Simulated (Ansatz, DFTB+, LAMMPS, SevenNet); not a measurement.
fcc Cu, lattice parameter a

Reference value: 3.595 Å (measured, low-temperature or extrapolated to 0 K; zero-point anharmonic expansion removed; as tabulated in Csonka et al. (2009), arXiv:0903.4037).

| level (code) | value (Å) |
|---|---|
| EAM u3 (LAMMPS) | 3.615 |
| GFN1-xTB as cut by DFTB+ | 3.792 |
| SevenNet-0 | 3.613 |
| LDA (Ansatz) | [?] |
| PBE (Ansatz) | 3.629 |
| revPBE (Ansatz) | 3.660 |
| PBEsol-D3(BJ) (Ansatz) | [?] |
| r²SCAN-D4 (Ansatz) | 3.560 |
| HSE06 (Ansatz) | [?] |
| LC-ωPBE (Ansatz) | [?] |
| r²SCAN50 (Ansatz) | 3.629 |
| Hartree–Fock (Ansatz) | 3.979 |

Question: Some entries are withheld; supply them.

Answer: 
- LDA (Ansatz, an electronic-structure program), value (Å): 3.518
- PBEsol-D3(BJ) (Ansatz), value (Å): 3.510
- HSE06 (Ansatz), value (Å): 3.633
- LC-ωPBE (Ansatz), value (Å): 3.583

Errors against the reference: EAM u3 +0.56 %, GFN1-xTB as cut by DFTB+ +5.48 %, SevenNet-0 +0.50 %, LDA -2.14 %, PBE +0.95 %, revPBE +1.81 %, PBEsol-D3(BJ) -2.36 %, r²SCAN-D4 -0.97 %, HSE06 +1.06 %, LC-ωPBE -0.33 %, r²SCAN50 +0.95 %, Hartree–Fock +10.7 %.

Once the reference is moved by up to 0.10 % (a margin picked here for doubts on the reference and the settings) and values within 0.10 % count as equal, the nearest can be LC-ωPBE (-0.33 %), SevenNet-0 (+0.50 %) or EAM u3 (+0.56 %). Farthest off among them: Hartree–Fock (+10.7 %). Within 2 %: EAM u3, SevenNet-0, PBE, revPBE, r²SCAN-D4, HSE06, LC-ωPBE, r²SCAN50.

GFN1-xTB as cut by DFTB+: the method was fitted mainly to molecules. GFN1-xTB as cut by DFTB+: codes differ in how they cut the long-range tail of xTB's charge interaction in a crystal, so the value belongs to this code. Hartree–Fock: the cell is over a tenth larger than the published one: the level's own overestimate first of all, though another phase or state, or a fault of the published cell, is possible. Cutoffs and k meshes differ between the levels. Ansatz's density-functional and Hartree–Fock values are scalar-relativistic unless marked +SOC, with PAW data made under PBE.

Empirical potentials (EAM u3) are fitted to chosen data: where that held the value shown, agreement is built in, and what lay outside the fit can be far off. Machine-learned potentials (SevenNet-0) are trained on DFT data: a solid inside that data is no test of them.

Differences are worked out from the printed values.
